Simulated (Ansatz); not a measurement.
C3H3F3 (`F/C=C(\F)CF`). The species carries charge 0 and has multiplicity 1.

Cartesian coordinates in Å:
```
F -1.6078 -1.7867 0.8831
C -1.0755 -0.6062 0.5749
C 0.0922 -0.5059 -0.0345
F 0.8030 -1.5843 -0.3753
C 0.7698 0.7624 -0.4203
F 0.0093 1.8447 -0.0567
H -1.6634 0.2544 0.8584
H 1.7449 0.8328 0.0747
H 0.9275 0.7888 -1.5043
```

(1) What are the harmonic wavenumbers in cm⁻¹ at PBE0-D4/def2-TZVP (Ansatz, finite differences of forces, unscaled)? (Estimate.)

(2) Is this a minimum?

(3) Give the ideal-gas thermochemistry at 298.15 K and 1 bar (rigid rotor, harmonic oscillator; point group Cs, symmetry number 1).

Answers

(1) Ansatz gave: 108, 182, 256, 273, 465, 544, 657, 838, 923, 1048, 1125, 1197, 1249, 1251, 1343, 1440, 1497, 1823, 3043, 3086, 3261.

(2) Yes, all 21 modes are real.

(3) Zero-point energy 153.2 kJ/mol; H(298) − E = 171.1 kJ/mol; entropy 325.2 J/(mol·K), of which translation 165.8, rotation 112.8, vibration 46.6; G(298) − E = 74.2 kJ/mol.
